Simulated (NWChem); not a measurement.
## Lowest excitation of C2H3F

```
C
C 1 1.3259
F 1 1.3288 2 122.79
H 2 1.0902 1 119.59 3 180.00
H 2 1.0920 4 119.31 1 180.00
H 1 1.0951 2 124.90 4 0.00
```
Charge 0, spin multiplicity 1.

All runs are NWChem calculations. Structure: optimised with PBE0/def2-SVP, a minimum by its harmonic frequencies.

Basis set: def2-SVPD.

```csv
method,lowest vertical singlet excitation energy (eV),relative cost,difference from EOM-CCSD
CIS,7.93,1,+0.13
EOM-CCSD,7.79,10,0.00
TD-PBE,6.95,under 3,-0.84
TDA-BHandHLYP,7.54,under 3,-0.25
TD-B3LYP,7.16,under 3,-0.63
```

The values span 0.97 eV, from TD-PBE (lowest) to CIS (highest). Relative cost: rough, from shared machines, SCF included, CIS = 1.

The correlated methods keep 3 core orbitals frozen. B3LYP has NWChem's definition, with VWN1-RPA local correlation. The structure started from a generated list of species. Coupled-cluster values serve here as a point of comparison, not as the truth.
